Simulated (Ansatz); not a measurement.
Frontier orbitals of HNO₃, SMILES `O=NOO`.

The species carries charge 0 and has multiplicity 1. The structure was optimised at the PBE0-D4/def2-TZVP level. It is one conformer, not always the lowest. Basis def2-TZVPP, Ansatz.

A caution on the coupled-cluster cation, which keeps the state that its UHF reference found: large T1 diagnostic of the cation; spin contamination of the cation.

(1) Compute the vertical ionisation energy as the energy of the cation minus that of the neutral molecule, at each level. (An estimate is asked.)

Results:

(1) The calculation gave: 
| level | IE (eV) | difference from CCSD(T)/CBS(def2) |
| --- | --- | --- |
| PBE-D4/def2-TZVPP | 11.53 | -0.41 |
| r2SCAN-D4/def2-TZVPP | 11.68 | -0.26 |
| PBE0-D4/def2-TZVPP | 11.81 | -0.13 |
| B3LYP-D4/def2-TZVPP | 11.90 | -0.04 |
| ωB97X-V/def2-TZVPP | 11.83 | -0.11 |
| ωB97M-V/def2-TZVPP | 11.82 | -0.12 |
| B2PLYP/def2-TZVPP | 11.79 | -0.16 |
| HF/def2-TZVPP | 10.92 | -1.02 |
| MP2/def2-TZVPP | 12.86 | 0.92 |
| CCSD/def2-TZVPP | 11.74 | -0.21 |
| CCSD(T)/def2-TZVPP | 11.73 | -0.22 |
| HF/def2-QZVPP | 10.90 | -1.04 |
| MP2/def2-QZVPP | 12.98 | 1.04 |
| HF/CBS(def2) | 10.90 | -1.04 |
| MP2/CBS(def2) | 13.08 | 1.14 |
| CCSD/CBS(def2) | 11.95 | 0.01 |
| CCSD(T)/CBS(def2) | 11.94 | 0.00 |

B3LYP here is the variant with VWN-RPA as its local correlation; programs differ in this.
